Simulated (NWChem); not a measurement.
Molecule: water (H2O); SMILES O

Computed with NWChem. All runs use the structure optimised with PBE0-D3(BJ)/def2-TZVP. Total energies compare along this basis series because the functional is fixed.

```json
[
 {"level": "PBE0/STO-3G", "basis functions": "7", "energy (Ha)": "-75.2459", "highest occupied level (eV)": "-4.25", "orbital gap (eV)": "14.40", "dipole (D)": "1.69"},
 {"level": "PBE0/def2-SVP", "basis functions": "24", "energy (Ha)": "-76.2762", "highest occupied level (eV)": "-8.30", "orbital gap (eV)": "10.07", "dipole (D)": "2.00"},
 {"level": "PBE0/def2-SVPD", "basis functions": "39", "energy (Ha)": "-76.2957", "highest occupied level (eV)": "-9.13", "orbital gap (eV)": "9.47", "dipole (D)": "1.89"},
 {"level": "PBE0/def2-TZVP", "basis functions": "43", "energy (Ha)": "-76.3773", "highest occupied level (eV)": "-8.89", "orbital gap (eV)": "9.75", "dipole (D)": "[?]"},
 {"level": "PBE0/def2-TZVPD", "basis functions": "58", "energy (Ha)": "-76.3809", "highest occupied level (eV)": "-9.07", "orbital gap (eV)": "9.18", "dipole (D)": "1.85"},
 {"level": "PBE0/def2-TZVPP", "basis functions": "59", "energy (Ha)": "-76.3808", "highest occupied level (eV)": "-8.90", "orbital gap (eV)": "9.75", "dipole (D)": "1.94"},
 {"level": "PBE0/def2-QZVP", "basis functions": "117", "energy (Ha)": "-76.3864", "highest occupied level (eV)": "-9.02", "orbital gap (eV)": "9.53", "dipole (D)": "1.91"}
]
```

Problem. Complete the blanks.

Solution. 
- PBE0/def2-TZVP, dipole (D): 2.07
